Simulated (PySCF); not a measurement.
Compound: C2ClF3.
Z-matrix (Å and degrees, PBE0-D3(BJ)/def2-SVP geometry), rows numbered from 1:
```
F 
C   1  1.3068
F   2  1.3050  1  113.06
C   2  1.3339  1  123.13  3  -179.93
F   4  1.3199  2  120.74  1    -0.03
Cl  4  1.7034  2  123.21  1   179.95
```

Computed with core-valence-separated Tamm–Dancoff BHandHLYP/aug-pcX-1 (def2-SVPD on Cl) in PySCF, non-relativistic, gas phase, PBE0-D3(BJ)/def2-SVP geometry. BHandHLYP without relativity tends to put these K edges a few eV too low, so spacings mean more than positions.

(1) What does the C 1s absorption edge look like?

(2) Give energies, oscillator strengths and core holes at the F K edge.

## Answers

(1) 
```
E (eV)       f  core hole on  main final orbital  polarisation
286.85  0.0655            C4       LUMO+2 (91 %)  out of plane
287.47  0.0799            C2       LUMO+2 (85 %)  out of plane
287.61  0.0600            C4       LUMO+1 (40 %)      in plane
288.99  0.0343            C4              spread      in plane
289.68  0.0548            C2              spread      in plane
290.61  0.0218            C2         LUMO (50 %)      in plane
290.81  0.0013            C4         LUMO (57 %)      in plane
291.73  0.0043            C4       LUMO+1 (34 %)      in plane
291.97  0.0016            C4       LUMO+4 (94 %)  out of plane
292.11  0.0033            C2              spread      in plane
292.31  0.0047            C4       LUMO+3 (36 %)      in plane
```

The first line with a tenth or more of the strongest one's intensity is at 286.85 eV (f = 0.066), with the hole on C4 (vinylic C–F carbon), polarised out of plane: a 1s→π* resonance. The strongest listed is at 287.47 eV (f = 0.080; C2, 1s→π*).

(2) 
```csv
E (eV),f,core hole on,main final orbital,polarisation
686.15,0.0347,F5,spread,in plane
686.75,0.0279,F1,LUMO+1 (37 %),in plane
687.06,0.0282,F3,spread,in plane
687.16,0.0094,F5,LUMO+2 (91 %),out of plane
687.23,0.0117,F1,LUMO+2 (94 %),out of plane
687.25,0.0132,F3,LUMO+2 (95 %),out of plane
688.00,0.0054,F5,LUMO+1 (63 %),in plane
688.43,0.0105,F5,LUMO (55 %),in plane
688.46,0.0105,F3,LUMO+1 (43 %),in plane
688.59,0.0104,F1,LUMO (46 %),in plane
689.30,0.0006,F5,LUMO+3 (45 %),–
689.37,0.0107,F3,LUMO+1 (41 %),in plane
689.38,0.0104,F1,LUMO+3 (43 %),in plane
689.57,0.0025,F5,LUMO+4 (72 %),out of plane
```

The first line with a tenth or more of the strongest one's intensity is at 686.15 eV (f = 0.035), with the hole on F5 (vinyl fluorine), polarised in plane. It is also the strongest listed.

Roots within 0.03 eV whose holes lie on the same, on equivalent or on shared atoms are summed into one line, and the highest roots are left out, as the search may have cut off their partners. Final orbitals are the ground state's empty Kohn–Sham orbitals. A dash: too weak, shared between unlike atoms, or no plane or axis to refer to.

**Question.** What are the wavelength and the wavenumber of the 287.47 eV line?

**Answer.** λ = 12398.42 eV Å/287.47 eV = 43.129 Å; 2.3186 × 10⁶ cm⁻¹.

Only the lowest roots of each edge were sought.
